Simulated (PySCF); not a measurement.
Gas-phase reaction: SiF₃ + i-Si₄H₁₀ = 3 SiH₂F + 2 SiH₂

Computed with PySCF and rigid-rotor harmonic-oscillator thermochemistry at 1 bar. † marks an energy on the PBE0/def2-TZVP geometry and frequencies; other levels use their own. MP2 freezes the core. 6-31G* has spherical d functions here. Open shells (unrestricted): SiF₃ (multiplicity 2), SiH₂F (multiplicity 2); the rest are closed-shell singlets. B3LYP is the form with VWN-RPA correlation. SiH₂F: computed as isolated molecules; such fragments, hydroxides, amides, oligomers or adducts are transient or little studied in the gas. MP2 isn't extrapolated to the basis-set limit; its ΔH°(298 K) is 835.6 kJ in def2-SVP and 860.7 kJ in def2-TZVPP. The harmonic model lacks anharmonicity and excited electronic states, which grow with temperature; levels with a mode under 35 cm⁻¹ are left out. Internal rotation in i-Si₄H₁₀ is treated as a harmonic vibration of one conformer, which makes the entropy rough.

```json
[
 {"level": "B3LYP/def2-TZVP†", "ΔE electronic, kJ": "812", "ΔH°(298 K), kJ": "779", "ΔS°(298 K), J/K": "473", "ΔG°(2000 K), kJ": "-94"},
 {"level": "HF/6-31G*", "ΔE electronic, kJ": "736", "ΔH°(298 K), kJ": "703", "ΔS°(298 K), J/K": "477", "ΔG°(2000 K), kJ": "-182"},
 {"level": "HF/def2-TZVP†", "ΔE electronic, kJ": "725", "ΔH°(298 K), kJ": "692", "ΔS°(298 K), J/K": "473", "ΔG°(2000 K), kJ": "-181"},
 {"level": "MP2/def2-SVP†", "ΔE electronic, kJ": "869", "ΔH°(298 K), kJ": "836", "ΔS°(298 K), J/K": "473", "ΔG°(2000 K), kJ": "-37"},
 {"level": "MP2/def2-TZVPP†", "ΔE electronic, kJ": "894", "ΔH°(298 K), kJ": "861", "ΔS°(298 K), J/K": "473", "ΔG°(2000 K), kJ": "-12"},
 {"level": "PBE/def2-SVP", "ΔE electronic, kJ": "883", "ΔH°(298 K), kJ": "851", "ΔS°(298 K), J/K": "472", "ΔG°(2000 K), kJ": "-18"},
 {"level": "PBE0/def2-TZVP", "ΔE electronic, kJ": "889", "ΔH°(298 K), kJ": "857", "ΔS°(298 K), J/K": "473", "ΔG°(2000 K), kJ": "-16"},
 {"level": "LDA/def2-TZVP†", "ΔE electronic, kJ": "988", "ΔH°(298 K), kJ": "955", "ΔS°(298 K), J/K": "473", "ΔG°(2000 K), kJ": "82"},
 {"level": "ωB97M-V/def2-TZVP†", "ΔE electronic, kJ": "865", "ΔH°(298 K), kJ": "832", "ΔS°(298 K), J/K": "473", "ΔG°(2000 K), kJ": "-40"},
 {"level": "ωB97X-V/def2-TZVP†", "ΔE electronic, kJ": "903", "ΔH°(298 K), kJ": "870", "ΔS°(298 K), J/K": "473", "ΔG°(2000 K), kJ": "-2"}
]
```
ΔH° is lowest at HF/def2-TZVP† and highest at LDA/def2-TZVP†. No reference value is set beside these.
